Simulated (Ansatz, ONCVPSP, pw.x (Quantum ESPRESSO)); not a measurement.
**From atom to crystal: ONCV potential for Nd**

- Element: Nd (Z = 60)
- Generator: ONCVPSP 4.0.1.1 (patched build)
- Type: optimised norm-conserving Vanderbilt (ONCV)
- Functional: LDA (Perdew-Wang 92)
- Relativity: scalar-relativistic
- Frozen core: [Kr] 4d10
- Valence charge: 14
- Reference configuration: 4f4 5s2 5p6 (charge +2)
- Partial waves: 5s: rc 2.25 bohr, ncon 4, nbas 8, qcut 4.4 1/bohr, 1 projector; 5p: rc 2.60 bohr, ncon 4, nbas 7, qcut 5.9 1/bohr, 3 projectors, debl 2.3 Ha; d scattering state at 0.02 Ha: rc 2.05 bohr, ncon 4, nbas 9, qcut 4.3 1/bohr, 2 projectors, debl 3.3 Ha; 4f: rc 1.65 bohr, ncon 3, nbas 8, qcut 11 1/bohr, 2 projectors, debl 0.5 Ha
- Local potential: polynomial inside 1.35 bohr (lpopt 1, dvloc0 2 Ha)
- Core correction: none

In the d channel the program set the typed energies aside and used 0.050, 3.350 Ha. In the f channel the program set the typed energies aside and used -0.546, 0.250 Ha.

Atomic tests: cutoffs needed: 48 Ha and 53 Ha (the cutoffs (Ha) at which the residual kinetic energy of the hardest occupied pseudo-wave falls to 1 and 0.1 mHa per electron); ghost test: ghosts flagged at negative energy: s at -21.2 eV; no localised positive-energy state flagged; a true bound ghost makes a file unfit for plane-wave use; configuration tests: 3 of 4 tests not solved or not reliable.

Crystal test: fcc Nd in pw.x 7.5, no spin, 13³ k-points, Fermi–Dirac smearing 0.01 Ry, cutoffs 125/500 Ry. The reference is all-electron LAPW (Ansatz 0.2.0) with the same functional, mesh and smearing; V0 and B0 come from Birch–Murnaghan fits to the pressures at five volumes. Errors are pseudo minus all-electron; Δ is the rms difference of the E(V) curves that follow from these fits, minima aligned, over ±6 % about the mean V0. Mesh and smearing are coarse, so the numbers serve the comparison and aren't converged zero-temperature values; the lattice is a test structure that the element need not adopt. Spin polarisation and strong correlation are left out, which matters for this element.

```csv
V (Å³/atom),P all-electron (GPa),P pseudo (GPa)
18.728,3.49,8.76
19.221,1.65,5.01
19.714,0.08,1.76
20.207,-1.24,-1.07
20.700,-2.37,-3.51
```

All-electron: a0 = 4.290 Å (V0 = 19.74 Å³/atom), B0 = 57.1 GPa.

Pseudopotential: mean pressure error (GPa): +1.87; a0 (Å): 4.310; a0 error (%): +0.45; B0 error (%): +97.7; Δ (meV/atom): 8.4. This is a poor potential for the solid. Note: ghosts flagged at negative energy: s at -21.2 eV; no localised positive-energy state flagged. A true bound ghost makes a file unfit for plane-wave use. Atomic configuration tests: 3 of 4 tests not solved or not reliable.

Problem. At the middle volume, how do free energy and pressure move when the wave cutoff is lowered (ecutrho kept at four times it)?

Solution.

```
cutoff (Ry)  shift of F (meV/atom)  shift of P (GPa)
         56                +3448.6            -21.29
         75                 +812.5            -40.97
        100                  +10.1             -1.33
```

Input at the middle volume:

```
&control
  calculation='scf', prefix='x', pseudo_dir='./', outdir='./tmp', tstress=.true., disk_io='low'
/
&system
  ibrav=0, nat=1, ntyp=1, ecutwfc=125, ecutrho=500, nbnd=15,
  occupations='smearing', smearing='fd', degauss=0.01
/
&electrons
  conv_thr=1e-09, mixing_beta=0.4, electron_maxstep=70
/
ATOMIC_SPECIES
Nd 1.0 Nd.UPF
CELL_PARAMETERS angstrom
  0.00000000 2.14411587 2.14411587
  2.14411587 0.00000000 2.14411587
  2.14411587 2.14411587 0.00000000
ATOMIC_POSITIONS crystal
Nd 0.0000 0.0000 0.0000
K_POINTS automatic
13 13 13 0 0 0
```

```bash
pw.x < Nd.scf.in > Nd.scf.out
```

Lines of the output:

```
Message from routine setup:
     using ibrav=0 with symmetry is DISCOURAGED, use correct ibrav instead
     lattice parameter (alat)  =       5.7301  a.u.
     unit-cell volume          =     133.0367 (a.u.)^3
     number of electrons       =        14.00
     number of Kohn-Sham states=           15
     kinetic-energy cutoff     =     125.0000  Ry
     charge density cutoff     =     500.0000  Ry
     scf convergence threshold =      1.0E-09
     Exchange-correlation= SLA  PW   NOGX NOGC
     number of k points=    84  Fermi-Dirac smearing, width (Ry)=  0.0100
     iteration #  1     ecut=   125.00 Ry     beta= 0.40
     total energy              =    -111.92547931 Ry
     estimated scf accuracy    <      11.32807023 Ry
     iteration #  2     ecut=   125.00 Ry     beta= 0.40
     total energy              =    -113.73975407 Ry
     estimated scf accuracy    <       4.34804863 Ry
     iteration #  3     ecut=   125.00 Ry     beta= 0.40
     total energy              =    -114.17308907 Ry
     estimated scf accuracy    <       0.86640306 Ry
     iteration #  4     ecut=   125.00 Ry     beta= 0.40
     total energy              =    -113.90021229 Ry
     estimated scf accuracy    <       4.10194916 Ry
     iteration #  5     ecut=   125.00 Ry     beta= 0.40
     total energy              =    -114.42083526 Ry
     estimated scf accuracy    <       0.02501541 Ry
     iteration #  6     ecut=   125.00 Ry     beta= 0.40
     total energy              =    -114.42452139 Ry
     estimated scf accuracy    <       0.00978970 Ry
     iteration #  7     ecut=   125.00 Ry     beta= 0.40
     total energy              =    -114.42315462 Ry
     estimated scf accuracy    <       0.00402171 Ry
     iteration #  8     ecut=   125.00 Ry     beta= 0.40
     total energy              =    -114.42356434 Ry
     estimated scf accuracy    <       0.00005081 Ry
     iteration #  9     ecut=   125.00 Ry     beta= 0.40
     total energy              =    -114.42357747 Ry
     estimated scf accuracy    <       0.00010136 Ry
     iteration # 10     ecut=   125.00 Ry     beta= 0.40
     total energy              =    -114.42357396 Ry
     estimated scf accuracy    <       0.00002767 Ry
     iteration # 11     ecut=   125.00 Ry     beta= 0.40
     total energy              =    -114.42357709 Ry
     estimated scf accuracy    <       0.00000012 Ry
     iteration # 12     ecut=   125.00 Ry     beta= 0.40
     total energy              =    -114.42357706 Ry
     estimated scf accuracy    <       0.00000093 Ry
     iteration # 13     ecut=   125.00 Ry     beta= 0.40
     total energy              =    -114.42357705 Ry
     estimated scf accuracy    <       0.00000014 Ry
     iteration # 14     ecut=   125.00 Ry     beta= 0.40
     total energy              =    -114.42357707 Ry
     estimated scf accuracy    <       0.00000003 Ry
     iteration # 15     ecut=   125.00 Ry     beta= 0.40
     total energy              =    -114.42357708 Ry
     estimated scf accuracy    <          2.3E-09 Ry
     iteration # 16     ecut=   125.00 Ry     beta= 0.40
     the Fermi energy is    21.8176 ev
!    total energy              =    -114.42357708 Ry
     estimated scf accuracy    <          4.5E-11 Ry
     smearing contrib. (-TS)   =      -0.01328831 Ry
     The total energy is F=E-TS. E is the sum of the following terms:
     one-electron contribution =      -4.54749413 Ry
     hartree contribution      =      15.07853936 Ry
     xc contribution           =     -14.04805311 Ry
     ewald contribution        =    -110.89328089 Ry
     convergence has been achieved in  16 iterations
          total   stress  (Ry/bohr**3)                   (kbar)     P=       17.64
```

The run at the middle volume (84 k-points, 16 iterations) took about 4.6 min on one core of a shared host (Neoverse-N1, 64 threads, 124 GiB, load 59).
